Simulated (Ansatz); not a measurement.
```yaml
crystal:
  periodic: [false, false, false]
  atoms:
    - {symbol: C, position_ang: [0.432931, -0.425151, 2.066170]}
    - {symbol: S, position_ang: [-0.060831, -1.527558, 0.169519]}
    - {symbol: C, position_ang: [-0.270934, 0.078820, -1.313385]}
    - {symbol: N, position_ang: [-0.622794, -0.122934, -2.837787]}
    - {symbol: O, position_ang: [-0.019305, 1.614975, -0.688698]}
    - {symbol: H, position_ang: [0.573673, -1.388898, 3.020027]}
    - {symbol: H, position_ang: [1.599337, 0.262976, 1.941461]}
    - {symbol: H, position_ang: [-0.575311, 0.417024, 2.418047]}
    - {symbol: H, position_ang: [-0.782038, -1.341691, -3.147925]}
    - {symbol: H, position_ang: [-0.170854, 2.368436, -1.623678]}
basis:
  gaussian: {orbitals: cc-pVDZ}
total_charge: 1
magnetization: {spin_polarized: false, initial_magnetization: 1}
hamiltonian: {xc: {name: B97}}
scf: {lower_state_search: off}
```

```sh
$ ansatz run in.yaml --threads 4 --pin off --events-out ev --progress --plain --max-ram 10444MiB
```

It prints (some lines left out):

```
Functional definition: B97
948 factors; integrals over basis functions are off by at most 1.5e-3 eV
mean field evaluation 1: about -16488.3101 eV, gradient 8.7e1 eV
mean field evaluation 2: about -16488.4281 eV, gradient 8.7e1 eV
mean field evaluation 4: about -16496.7041 eV, gradient 5.4e1 eV
mean field evaluation 8: about -16506.1542 eV, gradient 1.3e1 eV
mean field evaluation 16: about -16506.8345 eV, gradient 1.7e0 eV
mean field -16506.85253333 eV, -606.6156418533 hartree, gradient 2.8e-6 eV, S^2 0.750000; 0 other end points of the search recorded, 0 dependent functions left out
reference -16506.85255650 eV, -606.6156427049 hartree; 24, 23 occupied and 75, 76 virtual orbitals, 948 factors
Total energy: -16506.85255650 eV, -606.6156427049 hartree
Checks for a lower state left out: stability, starts, cluster_reference, orbital_swaps, neighbouring_geometries, increment
```

Run time 2.6 s (4 threads of an Arm Neoverse V2 on a shared host); peak host memory 0.22 GiB.
